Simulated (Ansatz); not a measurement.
The input, for Ansatz 0.2.0:

```yaml
crystal:
  periodic: [false, false, false]
  atoms:
    - {symbol: Cr, position_ang: [0.000000, 0.000000, 0.000000]}
    - {symbol: C, position_ang: [0.000000, 0.000000, 1.685600]}
basis:
  gaussian: {orbitals: def2-TZVPP}
total_charge: 1
magnetization: {spin_polarized: false, initial_magnetization: 1}
correlation: {method: ccsd_t, electrons: outside_noble_gas}
```

```sh
$ ansatz run in.yaml --threads 2 --pin off --events-out ev --progress --plain --max-ram 16896MiB --backend cuda --devices 0, --max-vram 18GiB
```

The program prints:

```
654 factors; integrals over basis functions are off by at most 1.1e-3 eV
mean field evaluation 1: about -29398.2614 eV, gradient 6.1e1 eV
mean field evaluation 2: about -29398.4379 eV, gradient 6.1e1 eV
mean field evaluation 4: about -29399.9748 eV, gradient 4.7e1 eV
mean field evaluation 8: about -29403.5081 eV, gradient 9.9e-1 eV
mean field evaluation 16: about -29404.1265 eV, gradient 1.1e-1 eV
mean field evaluation 32: about -29401.5574 eV, gradient 3.7e-1 eV
mean field evaluation 64: about -29403.4343 eV, gradient 7.7e-2 eV
mean field evaluation 96: about -29403.8663 eV, gradient 1.1e0 eV
mean field evaluation 128: about -29403.8623 eV, gradient 4.2e-1 eV
mean field evaluation 160: about -29404.0983 eV, gradient 1.1e0 eV
...
mean field evaluation 3424: about -29408.9638 eV, gradient 4.4e0 eV
mean field evaluation 3456: about -29409.7267 eV, gradient 5.9e-1 eV
mean field evaluation 3488: about -29409.7423 eV, gradient 2.3e-1 eV
mean field evaluation 3520: about -29400.5886 eV, gradient 3.6e1 eV
mean field evaluation 3552: about -29397.9255 eV, gradient 1.9e1 eV
determinant -29404.12768613 eV, -1080.5817616316 hartree, with singles and doubles -29415.40833416 eV, -1080.9963178007 hartree
determinant -29404.12339747 eV, -1080.5816040264 hartree, with singles and doubles -29414.11246702 eV, -1080.9486955616 hartree
determinant -29403.93172345 eV, -1080.5745601359 hartree, with singles and doubles -29415.32201806 eV, -1080.9931457422 hartree
determinant -29403.85677605 eV, -1080.5718058700 hartree, with singles and doubles -29415.20206440 eV, -1080.9887375266 hartree
determinant -29403.81957361 eV, -1080.5704387053 hartree, with singles and doubles -29414.13752010 eV, -1080.9496162451 hartree
determinant -29403.68746561 eV, -1080.5655838259 hartree, with singles and doubles -29415.44224769 eV, -1080.9975640998 hartree
determinant -29403.63802136 eV, -1080.5637667834 hartree, with singles and doubles -29414.20324982 eV, -1080.9520317679 hartree
determinant -29403.62998636 eV, -1080.5634715023 hartree, with singles and doubles -29413.82591222 eV, -1080.9381648667 hartree
determinant -29403.57024710 eV, -1080.5612761252 hartree, with singles and doubles -29413.85327561 eV, -1080.9391704528 hartree
determinant -29403.43409898 eV, -1080.5562727742 hartree, with singles and doubles -29415.41223973 eV, -1080.9964613275 hartree
determinant -29403.43300007 eV, -1080.5562323899 hartree, with singles and doubles -29413.83499059 eV, -1080.9384984906 hartree
determinant -29403.42422629 eV, -1080.5559099595 hartree, with singles and doubles -29413.81924547 eV, -1080.9379198683 hartree
determinant -29403.28267795 eV, -1080.5507081537 hartree, with singles and doubles -29414.07829549 eV, -1080.9474397808 hartree
determinant -29403.01641539 eV, -1080.5409231854 hartree, with singles and doubles -29414.09257401 eV, -1080.9479645067 hartree
determinant -29402.51423664 eV, -1080.5224684564 hartree, with singles and doubles -29411.19517089 eV, -1080.8414869062 hartree
determinant -29402.15040274 eV, -1080.5090978075 hartree, with singles and doubles -29411.62716566 eV, -1080.8573624212 hartree
determinant -29402.14239573 eV, -1080.5088035553 hartree, with singles and doubles -29411.57211630 eV, -1080.8553393943 hartree
determinant -29401.97736387 eV, -1080.5027387460 hartree, with singles and doubles -29411.30438990 eV, -1080.8455006307 hartree
determinant -29401.87366845 eV, -1080.4989280099 hartree, with singles and doubles -29411.68011544 eV, -1080.8593082897 hartree
determinant -29401.83609274 eV, -1080.4975471280 hartree, with singles and doubles -29411.53813914 eV, -1080.8540907567 hartree
determinant -29401.82738887 eV, -1080.4972272666 hartree, with singles and doubles -29411.11656243 eV, -1080.8385980985 hartree
determinant -29401.72613602 eV, -1080.4935062931 hartree, with singles and doubles -29412.06683343 eV, -1080.8735199135 hartree
determinant -29401.67403240 eV, -1080.4915915201 hartree, with singles and doubles -29410.32237513 eV, -1080.8094122534 hartree
determinant -29401.67137028 eV, -1080.4914936892 hartree, with singles and doubles -29410.88575580 eV, -1080.8301161112 hartree
determinant -29401.63865959 eV, -1080.4902915935 hartree, with singles and doubles -29409.98109384 eV, -1080.7968703976 hartree
determinant -29401.63062243 eV, -1080.4899962332 hartree, with singles and doubles -29410.05395298 eV, -1080.7995479215 hartree
determinant -29401.55885024 eV, -1080.4873586540 hartree, with singles and doubles -29411.52516389 eV, -1080.8536139253 hartree
determinant -29401.26313948 eV, -1080.4764914840 hartree, with singles and doubles -29410.00688616 eV, -1080.7978182477 hartree
determinant -29401.23725029 eV, -1080.4755400737 hartree, with singles and doubles -29410.42716644 eV, -1080.8132632632 hartree
determinant -29401.08483537 eV, -1080.4699389288 hartree, with singles and doubles -29411.27149101 eV, -1080.8442916188 hartree
determinant -29400.92344011 eV, -1080.4640077622 hartree, with singles and doubles -29408.81328692 eV, -1080.7539542847 hartree
determinant -29400.84488642 eV, -1080.4611209674 hartree, with singles and doubles -29408.72161502 eV, -1080.7505854047 hartree
determinant -29400.73812366 eV, -1080.4571975083 hartree, with singles and doubles -29408.02184758 eV, -1080.7248694255 hartree
determinant -29400.71516632 eV, -1080.4563538419 hartree, with singles and doubles -29407.96423633 eV, -1080.7227522510 hartree
determinant -29400.66758757 eV, -1080.4546053551 hartree, with singles and doubles -29407.82241304 eV, -1080.7175403412 hartree
determinant -29404.12768613 eV, -1080.5817616316 hartree, with singles and doubles -29415.47759174 eV, -1080.9988629696 hartree
determinant -29403.93172345 eV, -1080.5745601359 hartree, with singles and doubles -29415.40980439 eV, -1080.9963718305 hartree
determinant -29403.85677605 eV, -1080.5718058700 hartree, with singles and doubles -29415.38697101 eV, -1080.9955327191 hartree
determinant -29403.68746561 eV, -1080.5655838259 hartree, with singles and doubles -29415.34943943 eV, -1080.9941534592 hartree
determinant -29403.43409898 eV, -1080.5562727742 hartree, with singles and doubles -29415.26892039 eV, -1080.9911944390 hartree
mean field evaluation 3584: about -29403.4341 eV, gradient 7.9e-6 eV
unrestricted determinant -29409.74249748 eV, -1080.7881021430 hartree, S^2 3.4253
10 core orbitals not correlated: weight in the atoms' cores, before any rotation towards them, 0.998 or more for the frozen orbitals, at most 0.001 for the correlated occupied ones
reference -29403.43409898 eV, -1080.5562727742 hartree; 5, 4 occupied and 80, 81 virtual orbitals, 654 factors
second order -14.90256792 eV of doubles, -0.02205439 eV of singles
cycle   1  -11.83485083 eV  change   -2.9e-5 eV  update   5.6e-6
cycle   2  -11.83483341 eV  change    1.7e-5 eV  update   4.6e-6
cycle   3  -11.83485485 eV  change   -2.1e-5 eV  update   4.2e-6
cycle   4  -11.83485872 eV  change   -3.9e-6 eV  update   2.9e-6
perturbative correction -1.15479370 eV, -0.0424378856 hartree
WARN: the results are in doubt because among natural orbitals full CI differs from the method by -0.365 eV
Total energy: -29416.42375140 eV, -1081.0336336958 hartree
In doubt: among natural orbitals full CI differs from the method by -0.365 eV
```

Ran on 2 threads of AMD EPYC 7R13 with a shared H100 80 GB, shared host: 32 s wall, 0.86 GiB peak host memory.
